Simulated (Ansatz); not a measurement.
## HB–AlH, singlet: reading a ladder of total energies

Geometry: a point of a bend scan, not a stationary point.

```yaml
atoms:
  - { symbol: B, position_ang: [0.0000, -0.7106, 1.2799] }
  - { symbol: Al, position_ang: [0.0000, 0.2892, -0.5154] }
  - { symbol: H, position_ang: [0.0000, 0.1996, 2.0576] }
  - { symbol: H, position_ang: [0.0000, -0.3190, -1.9900] }
```

Basis 6-31G; Ansatz 0.2.0. Correlated methods freeze the noble-gas cores, which leaves 8 electrons in 20 orbitals. R marks a restricted (for open shells ROHF) determinant.

Full CI is exact within this basis and frozen core; it isn't the basis-set limit.

Runs differ by some tens of microhartree through their thresholds, so steps under 0.03 kcal/mol mean nothing.

```
    level  total energy (hartree)
      RHF             -267.548898
     RMP2             -267.640493
    RCCSD             -267.675996
 RCCSD(T)             -267.680800
   RCCSDT             -267.681877
RCCSDT(Q)             -267.682318
  RCCSDTQ             -267.682377
  full CI             -267.682399
```

**Question.** What is the correlation energy at full CI, and what share of it do RMP2 and RCCSDT recover?

**Answer.** E(corr) = -267.682399 − (-267.548898) = -0.133501 hartree = -3.633 eV. RMP2: -0.091595 / -0.133501 = 68.61 %. RCCSDT: -0.132979 / -0.133501 = 99.61 %.

**Question.** By how many kcal/mol does RCCSD(T) miss full CI (1 hartree = 627.509 kcal/mol), and which steps make up the rest?

**Answer.** -267.680800 − (-267.682399) = 0.001599 hartree = 1.00 kcal/mol. Steps: RCCSDT − RCCSD(T) = -0.68, RCCSDT(Q) − RCCSDT = -0.28, RCCSDTQ − RCCSDT(Q) = -0.04, full CI − RCCSDTQ = -0.01 kcal/mol. With more than one leading determinant such errors change with state and geometry, and needn't cancel in differences.
